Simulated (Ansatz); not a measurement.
Species: ozone, O3 (charge 0, singlet). 
Structure (B3LYP-D3(BJ)/def2-TZVP (Ansatz, an electronic-structure program) minimum search):
```xyz
3

O     -0.0102     1.0756    -0.2169
O      0.0093     0.0011     0.4285
O      0.0009    -1.0767    -0.2116
```
Charge 0, spin multiplicity 1.

Basis-set convergence of Hartree-Fock and MP2 correlation energies (hartree) with Ansatz. Correlated levels leave the core frozen unless marked. No spin-orbit coupling. No relativistic terms. The program attaches cautions to a run behind MP2/cc-pVDZ: large difference. The program attaches cautions to a run behind MP2/cc-pVTZ: large difference. The program attaches cautions to a run behind MP2/cc-pVQZ: large difference.

The Hartree-Fock reference is unstable (checked in the largest basis), which strains HF and MP2. The T1 diagnostic of CCSD in the largest basis is 0.026, which is high, so the coupled-cluster rows are less sure than usual.

```json
[
 {"basis": "cc-pVDZ", "functions": "42", "E(HF)": "-224.27166", "E(corr, MP2)": "-0.62619"},
 {"basis": "cc-pVTZ", "functions": "90", "E(HF)": "-224.34683", "E(corr, MP2)": "-0.77036"},
 {"basis": "cc-pVQZ", "functions": "165", "E(HF)": "-224.36509", "E(corr, MP2)": "-0.82477"}
]
```

Extrapolating the two largest sets (X = 3 and 4) as X^-3: E(corr) = (64·(-0.82477) - 27·(-0.77036))/37 = -0.8645 Eh, an estimate of the basis-set limit. The largest set recovers 95.4 % of it, the smallest 72.4 %.
